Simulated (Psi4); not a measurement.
# A workflow on [PH4]+ (SMILES [PH4+])

We compute a geometry optimisation (B97-3c/def2-mTZVP), then the harmonic vibrations, then a single-point energy (CCSD(T)/cc-pVTZ) of [PH4]+. 

The results are computed with Psi4 1.11.

### 1 The molecule

[PH4]+ has 5 atoms, charge +1, and is taken as a singlet. As SMILES, `[PH4+]`. The shape is that of a GFN2-xTB optimisation. The run starts from this shape.

Bond lengths: P1–H2 1.375 Å, P1–H3 1.375 Å, P1–H4 1.375 Å, P1–H5 1.375 Å. Angles: H2–P1–H3 109.5°, H2–P1–H4 109.5°, H2–P1–H5 109.5°, H3–P1–H4 109.5°, H3–P1–H5 109.5°, H4–P1–H5 109.5°.

### 2 A structure relaxation at B97-3c/def2-mTZVP (density fitting) (run 1)

File job.inp:

```
memory 1600 mb

molecule {
  1 1
  P     -0.000020     0.000000     0.000050
  H      1.357460    -0.061330     0.210450
  H     -0.617320    -1.016050     0.691010
  H     -0.261860    -0.133750    -1.343340
  H     -0.478250     1.211140     0.441830
}

set geom_maxiter 60

optimize('b97-3c')
```

Run with:

```sh
psi4 -n 1 job.inp job.out
```

job.out:

```text
[...]
  Running in c1 symmetry.
[...]
  Nuclear repulsion =   24.503795143253772
[...]
  Multiplicity = 1
[...]
  Nalpha       = 9
  Nbeta        = 9
[...]
    Number of basis functions: 34
[...]
   @DF-RKS iter   1:  -343.37154188102704    1.65689e-01   6.89532e-03 ADIIS/DIIS
[...]
   @DF-RKS iter   5:  -343.39080394389629   -7.38964e-13   4.42583e-09 DIIS
[...]
    Orbital Energies [Eh]
    ---------------------
    Doubly Occupied:
       1A    -76.611189     2A     -6.675638     3A     -4.896645
       4A     -4.896645     5A     -4.896645     6A     -0.905521
       7A     -0.656625     8A     -0.656622     9A     -0.656615
[...]
  @DF-RKS Final Energy:  -343.39080394389629
   => Energetics <=
    Nuclear Repulsion Energy =             24.1156563164110374
    One-Electron Energy =                -516.3520074770083284
    Two-Electron Energy =                 173.2435546705006004
    DFT Exchange-Correlation Energy =     -24.3841944717743182
    Empirical Dispersion Energy =          -0.0138129820252716
    VV10 Nonlocal Energy =                  0.0000000000000000
    Total Energy =                       -343.3908039438962874
[...]
  -Total Gradient:
     Atom            X                  Y                   Z
    ------   -----------------  -----------------  -----------------
       1       -0.000002737976     0.000002813188     0.000004454763
       2        0.000017059765     0.000004474818     0.000002597116
       3       -0.000002476823    -0.000014919679     0.000018457268
       4        0.000003998498    -0.000004954089    -0.000014428884
       5       -0.000005576779     0.000013086657     0.000002270862
[...]
```

Standard output:

```text
Optimizer: Optimization complete!
```

Run time: 7.2 s. Hardware: 1 thread of AMD EPYC 9R45 (Zen 5), shared host; peak memory 0.35 GiB.

Step by step:

| step | energy from the first frame kept (eV) | largest force (eV/Å) |
| --- | --- | --- |
| 0 | 0.0000 | 0.5327 |
| 1 | -0.0230 | 0.0161 |
| 2 | -0.0231 | 0.0012 |

After the run. Bond lengths: P1–H2 1.397 Å, P1–H3 1.397 Å, P1–H4 1.397 Å, P1–H5 1.397 Å. Angles: H2–P1–H3 109.5°, H2–P1–H4 109.5°, H2–P1–H5 109.5°, H3–P1–H4 109.5°, H3–P1–H5 109.5°, H4–P1–H5 109.5°.

### 3 Vibrational wavenumbers at B97-3c/def2-mTZVP (density fitting) (run 2)

File job.in:

```
memory 1600 mb

molecule geom {
  1 1
  P
  H 1 R2
  H 1 R3 2 A3
  H 1 R4 2 A4 3 D4
  H 1 R5 4 A5 2 D5

  R2 = 1.397228
  R3 = 1.39723
  A3 = 109.47375
  R4 = 1.397217
  A4 = 109.46707
  D4 = -120.00032
  R5 = 1.397217
  A5 = 109.47154
  D5 = 119.997
}

set {
  t 400.0
  rotational_symmetry_number 12
}

result = freq('b97-3c')
```

Run with:

```sh
psi4 -i job.in -o job.out -n 1
```

job.out:

```text
[...]
  Running in c1 symmetry.
[...]
  Nuclear repulsion =   24.115659322932782
[...]
  Multiplicity = 1
[...]
  Nalpha       = 9
  Nbeta        = 9
[...]
    Number of basis functions: 34
[...]
   @DF-RKS iter   1:  -343.37370133580600    1.40961e-01   6.70870e-03 ADIIS/DIIS
[...]
   @DF-RKS iter   8:  -343.39080150461137   -2.33058e-12   2.97089e-09 DIIS
[...]
  @DF-RKS Final Energy:  -343.39080150461137
   => Energetics <=
    Nuclear Repulsion Energy =             24.1156518063807255
    One-Electron Energy =                -516.3519781258435160
    Two-Electron Energy =                 173.2435284518601293
    DFT Exchange-Correlation Energy =     -24.3841906576331517
    Empirical Dispersion Energy =          -0.0138129793755095
    VV10 Nonlocal Energy =                  0.0000000000000000
    Total Energy =                       -343.3908015046113746
[...]
  -Total Gradient:
     Atom            X                  Y                   Z
    ------   -----------------  -----------------  -----------------
       1       -0.000374973041    -0.000001223059    -0.000004068002
       2       -0.000098142439    -0.000004288210     0.000015601191
       3        0.000048888060     0.000019240120    -0.000012047970
       4        0.000209182310     0.000089172105     0.000155523518
       5        0.000231467231    -0.000103554315    -0.000154599429
[...]
  ==> Harmonic Vibrational Analysis <==
[...]
  Freq [cm^-1]                 962.4180            968.1561            972.8931
[...]
  IR activ [km/mol]             4.8763              4.8136              4.7493
[...]
  Freq [cm^-1]                1126.6277           1138.1824           2478.6869
[...]
  IR activ [km/mol]             0.0001              0.0064              0.0006
[...]
  Freq [cm^-1]                2528.6909           2530.5043           2530.7429
[...]
```

It took 40 s on 1 thread of AMD EPYC 9R45 (Zen 5), shared host; peak memory 0.34 GiB.

### 4 A single-point energy at CCSD(T)/cc-pVTZ (run 3)

File h4p.xyz:

```xyz
5
H4P
P     -0.000019    -0.000001     0.000045
H      1.379337    -0.062231     0.213941
H     -0.627293    -1.032470     0.702033
H     -0.266180    -0.135977    -1.364830
H     -0.485870     1.230705     0.448963
```

File run.py:

```python
import psi4

psi4.set_memory(1600000000)
psi4.set_num_threads(1)
psi4.core.set_output_file('run.log', False)

with open('h4p.xyz') as f:
    atoms = ''.join(f.readlines()[2:])
m = psi4.geometry('1 1\n' + atoms + '')

options = {'scf_type': 'pk', 'freeze_core': True}
psi4.set_options(options)

energy_value = psi4.energy("ccsd(t)/cc-pVTZ", molecule=m)
print('E =', round(energy_value, 9))
```

Run with:

```sh
python run.py
```

run.log:

```text
[...]
  Running in c1 symmetry.
[...]
  Nuclear repulsion =   24.115657164210607
[...]
  Multiplicity = 1
[...]
  Nalpha       = 9
  Nbeta        = 9
[...]
    Number of basis functions: 90
[...]
   @RHF iter   1:  -342.75392409601960    1.01751e-01   2.27852e-03 DIIS/ADIIS
[...]
   @RHF iter   8:  -342.80618555269160   -1.05160e-11   3.73110e-09 DIIS
[...]
    Orbital Energies [Eh]
    ---------------------
    Doubly Occupied:
       1A    -80.273621     2A     -7.815875     3A     -5.710995
       4A     -5.710994     5A     -5.710994     6A     -1.175005
       7A     -0.836241     8A     -0.836238     9A     -0.836230
[...]
  @RHF Final Energy:  -342.80618555269160
   => Energetics <=
    Nuclear Repulsion Energy =             24.1156571642106066
    One-Electron Energy =                -516.0312988130455096
    Two-Electron Energy =                 149.1094560961432762
    Total Energy =                       -342.8061855526916020
[...]
 Multipole Moments:
 ------------------------------------------------------------------------------------
     Multipole            Electronic (a.u.)      Nuclear  (a.u.)        Total (a.u.)
 ------------------------------------------------------------------------------------
 L = 1.  Multiply by 2.5417464519 to convert [e a0] to [Debye]
 Dipole X            :         -0.0000682            0.0000599           -0.0000083
 Dipole Y            :         -0.0000351            0.0000265           -0.0000085
 Dipole Z            :          0.0000767           -0.0000625            0.0000142
 Magnitude           :                                                    0.0000185
[...]
      * MP2 total energy                      = -342.966127334174701
[...]
      * CCSD total energy                     = -342.995544770794140
[...]
      * CCSD(T) total energy                  = -343.000508630392062
```

Standard output:

```text
E = -343.00050863
```

Run time: 12 s. Hardware: 1 thread of AMD EPYC 9R45 (Zen 5), shared host; peak memory 0.86 GiB.

### 5 Summary of results

| quantity | value |
| --- | --- |
| run 1, B97-3c/def2-mTZVP: total energy at the end | -343.39080 Eh |
| run 1, B97-3c/def2-mTZVP: HOMO energy | -17.87 eV |
| run 1, B97-3c/def2-mTZVP: LUMO energy | -6.72 eV |
| run 1, B97-3c/def2-mTZVP: HOMO–LUMO gap | 11.15 eV |
| run 2, B97-3c/def2-mTZVP: lowest harmonic wavenumber | 962 cm⁻¹ |
| run 2, B97-3c/def2-mTZVP: highest harmonic wavenumber | 2531 cm⁻¹ |
| run 2, B97-3c/def2-mTZVP: zero-point energy | 91.1 kJ/mol |
| run 2, B97-3c/def2-mTZVP: ideal-gas entropy at 400 K (symmetry number 12 as used) | 51.7 cal/(mol K) |
| run 3, CCSD(T)/cc-pVTZ: total energy | -343.00051 Eh |
| run 3, CCSD(T)/cc-pVTZ: HOMO energy (Hartree–Fock orbitals) | -22.75 eV |
| run 3, CCSD(T)/cc-pVTZ: LUMO energy (Hartree–Fock orbitals) | -2.37 eV |
| run 3, CCSD(T)/cc-pVTZ: HOMO–LUMO gap (Hartree–Fock orbitals) | 20.38 eV |
| run 3, CCSD(T)/cc-pVTZ: correlation energy (5 core orbitals frozen) | -194.3 mEh |
| run 3, CCSD(T)/cc-pVTZ: (T) correction | -4.96 mEh |
| run 3, CCSD(T)/cc-pVTZ: T1 diagnostic | 0.011 |

In words: The optimisation (run 1, B97-3c/def2-mTZVP) took 3 steps and changed the energy by -0.023 eV. All 9 modes (run 2, B97-3c/def2-mTZVP) are real, so the shape is a minimum at this level. The triples (run 3, CCSD(T)/cc-pVTZ) make up 2.6 % of the correlation energy.
